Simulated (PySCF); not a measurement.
# Basis set benchmark on one molecule

Molecule: cyclopropene (SMILES C1=CC1).

Geometry (Å), atoms numbered from 1 in this order:
```xyz
7

C    -0.5273    0.6691    0.1296
C    -0.6389   -0.6049   -0.0845
C     0.7636   -0.0732   -0.0492
H    -0.9870    1.6372    0.3110
H    -1.2583   -1.4887   -0.2129
H     1.4056   -0.2754    0.8234
H     1.3342    0.0340   -0.9859
```

Geometry PBE0-D3(BJ)/def2-SVP throughout; GIAO in PySCF 2.14, gas phase, one conformer, non-relativistic; equivalent atoms averaged; functional PBE0.

Reference values (PBE/multiwavelet basis limit; gas (isolated, no vibration); Jensen, Fla, Jonsson, Monstad, Ruud, Frediani, PCCP 2016, 18, 21145): σ(C3) = 176.3 ppm, σ(C1/C2) = 61.0 ppm, σ(H4/H5) = 24.14 ppm, σ(H6/H7) = 30.55 ppm.

Task: How do the basis sets STO-3G, 6-31G, pcSseg-0, 6-31G*, def2-SVP, cc-pVDZ, pcSseg-1, 6-311+G(2d,p), aug-cc-pVDZ, def2-TZVP, IGLO-III, cc-pVTZ, pcSseg-2 perform against the reference? Times are CPU seconds on shared hosts with different chips, so compare them loosely.

Result: 
```
    basis set  functions     C3  C1/C2  H4/H5  H6/H7  mean abs. error C  mean abs. error H  core-s
       STO-3G         19  220.5  135.5  26.61  31.80               59.3               1.86     0.9
        6-31G         35  194.5   90.1  25.57  31.15               23.6               1.01     1.5
     pcSseg-0         35  188.6   69.0  26.10  31.20               10.1               1.30     1.4
       6-31G*         50  187.4   87.4  25.10  30.79               18.8               0.60     1.8
     def2-SVP         62  188.5   83.0  24.28  30.37               17.1               0.16       2
      cc-pVDZ         62  189.9   84.8  24.15  30.24               18.7               0.16     2.2
     pcSseg-1         71  178.7   65.9  23.98  30.10                3.6               0.30     2.5
6-311+G(2d,p)        105  181.2   70.5  24.24  30.26                7.2               0.19     3.5
  aug-cc-pVDZ        105  189.3   84.4  24.03  30.16               18.2               0.25     3.5
    def2-TZVP        117  181.5   69.8  24.15  30.28                7.0               0.14     4.1
     IGLO-III        145  178.5   64.2  24.06  30.16                2.7               0.24       5
      cc-pVTZ        146  181.5   70.9  23.98  30.15                7.5               0.28     5.3
     pcSseg-2        164  178.6   63.1  23.89  30.06                2.2               0.37       3
```

For 13C the closest is pcSseg-2 (2.2 ppm) and the furthest STO-3G (59.3 ppm).

For 1H the closest is def2-TZVP (0.14 ppm, with def2-SVP, cc-pVDZ practically level) and the furthest STO-3G (1.86 ppm). Where a smaller basis beats a larger one, errors probably cancel; the largest sets show where the functional converges. One molecule is a small sample, and the reference may use another geometry.

A small basis that lands close on one nucleus may do so by chance; judge by the trend and by all nuclei.
